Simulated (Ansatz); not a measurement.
GeS (Pnma, No. 62) was calculated with PBEsol in Ansatz (plane waves, PAW).

Run with plane-wave cutoff 500 eV, 4×12×10 k mesh (along the axes of the cell as run), gaussian smearing 0.02 eV, scalar-relativistic PAW data made under PBE.

Computed at the level's own relaxed cell.

Q: Estimate the volume per atom and band gap that the calculation returns.

A: 
volume per atom: 19.58 Å³/atom
band gap: 0.82 eV (on the SCF k mesh)

Measured, for comparison: band gap 1.65 eV (room temperature, not corrected to a static lattice, our sources range from 1.58 to 1.65; as tabulated in Setten et al. (2017), arXiv:1709.07349).

Note: the cell comes from a level without a dispersion term, which matters for the spacing of layers, chains or molecules.

Spin–orbit coupling is not included.

Static lattice: no zero-point or thermal effects.

Ansatz is a first-principles code.
